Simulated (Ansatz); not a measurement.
# Worked example: correlation energy of C2H3Cl, singlet

Geometry: MP2(full)/6-31G*, from the G2/97 set.

```yaml
atoms:
  - { symbol: C, position_ang: [0.0608, 0.8363, 0.0000] }
  - { symbol: C, position_ang: [1.3640, 1.1088, 0.0000] }
  - { symbol: Cl, position_ang: [-0.5708, -0.7747, 0.0000] }
  - { symbol: H, position_ang: [-0.7103, 1.5973, 0.0000] }
  - { symbol: H, position_ang: [2.1169, 0.3298, 0.0000] }
  - { symbol: H, position_ang: [1.6929, 2.1415, 0.0000] }
```

Basis 6-31G; Ansatz 0.2.0. Correlated methods freeze the noble-gas cores, which leaves 18 electrons in 30 orbitals. Prefix R: restricted or restricted open-shell reference.

Full CI isn't at hand for all of this; RCCSDTQ serves as the reference, and is uncertain by about the last step of the cluster series.

Runs differ by some tens of microhartree through their thresholds, so steps under 0.03 kcal/mol mean nothing.

```
    level  total energy (hartree)
      RHF             -536.879037
     RMP2             -537.099995
    RCCSD             -537.128711
 RCCSD(T)             -537.135572
   RCCSDT             -537.136047
RCCSDT(Q)             -537.136493
  RCCSDTQ             -537.136457
```

Question: What is the correlation energy at RCCSDTQ, and what share of it do RMP2 and RCCSD recover?

Answer: E(corr) = -537.136457 − (-536.879037) = -0.257420 hartree = -7.005 eV. RMP2: -0.220958 / -0.257420 = 85.84 %. RCCSD: -0.249674 / -0.257420 = 96.99 %.

Question: By how many kcal/mol does RCCSD(T) miss RCCSDTQ (1 hartree = 627.509 kcal/mol), and which steps make up the rest?

Answer: -537.135572 − (-537.136457) = 0.000885 hartree = 0.56 kcal/mol. Steps: RCCSDT − RCCSD(T) = -0.30, RCCSDT(Q) − RCCSDT = -0.28, RCCSDTQ − RCCSDT(Q) = 0.02 kcal/mol. That is within 1 kcal/mol of the reference in this basis, which itself misses far more of the correlation at the basis-set limit.
